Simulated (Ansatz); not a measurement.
Wavefunction ladder for `C=C(F)SC`

```json
{"atom": "C1", "x (Å)": "1.4787", "y (Å)": "-0.2795", "z (Å)": "1.4237"}
{"atom": "C2", "x (Å)": "0.3134", "y (Å)": "-0.3515", "z (Å)": "0.8001"}
{"atom": "F3", "x (Å)": "-0.8242", "y (Å)": "-0.0801", "z (Å)": "1.4613"}
{"atom": "S4", "x (Å)": "0.0845", "y (Å)": "-0.8942", "z (Å)": "-0.8393"}
{"atom": "C5", "x (Å)": "-1.0678", "y (Å)": "0.3541", "z (Å)": "-1.4442"}
{"atom": "H6", "x (Å)": "2.3939", "y (Å)": "-0.4457", "z (Å)": "0.8757"}
{"atom": "H7", "x (Å)": "1.5206", "y (Å)": "-0.0704", "z (Å)": "2.4849"}
{"atom": "H8", "x (Å)": "-1.9738", "y (Å)": "0.3676", "z (Å)": "-0.8410"}
{"atom": "H9", "x (Å)": "-1.3217", "y (Å)": "0.0598", "z (Å)": "-2.4627"}
{"atom": "H10", "x (Å)": "-0.6036", "y (Å)": "1.3399", "z (Å)": "-1.4586"}
```

Total charge 0; spin multiplicity 1. The structure was optimised at the PBE0-D4/def2-TZVP level. It is one conformer, not always the lowest. Frozen core, restricted reference, the Gaussian-basis code of Ansatz. CBS rows extrapolate triple and quadruple zeta; past MP2 they add the triple-zeta difference.

```json
{"basis": "def2-SVP", "HF (Eh)": "-613.15143", "MP2 corr.": "-0.72179", "CCSD corr.": "-0.76944", "(T)": "-0.02361", "CCSD(T) total": "-613.94448"}
{"basis": "def2-TZVPP", "HF (Eh)": "-613.55071", "MP2 corr.": "-0.91892", "CCSD corr.": "-0.95833", "(T)": "-0.04083", "CCSD(T) total": "-614.54987"}
{"basis": "def2-QZVPP", "HF (Eh)": "-613.57166", "MP2 corr.": "-0.99086", "CCSD corr.": "–", "(T)": "–", "CCSD(T) total": "–"}
{"basis": "CBS(def2)", "HF (Eh)": "-613.57455", "MP2 corr.": "-1.04414", "CCSD corr.": "-1.08355", "(T)": "as TZ", "CCSD(T) total": "-614.69893"}
```
